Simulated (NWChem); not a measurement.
System: hydrogen cyanide (CHN); SMILES C#N

```xyz
3

C      0.0000     0.0000    -0.4925
N      0.0000     0.0000     0.6532
H      0.0000     0.0000    -1.5611
```
Atoms are numbered in this order, from 1.

Geometry: optimised at PBE0-D3(BJ)/def2-TZVP.

### Question
Split the isotropic spin-spin couplings (Hz) from B3LYP/pcJ-1 (NWChem) into Fermi-contact, spin-dipolar, paramagnetic and diamagnetic spin-orbit terms, for the pairs 1–2, 1–3, 2–3.

### Answer
| pair | FC | SD | PSO | DSO | total |
|---|---|---|---|---|---|
| 13C(1)–14N(2) | 9.91 | 4.98 | 0.36 | -0.02 | 15.23 |
| 13C(1)–1H(3) | 281.18 | 0.71 | -0.73 | 0.43 | 281.59 |
| 14N(2)–1H(3) | 2.77 | 0.43 | 2.61 | -0.45 | 5.36 |
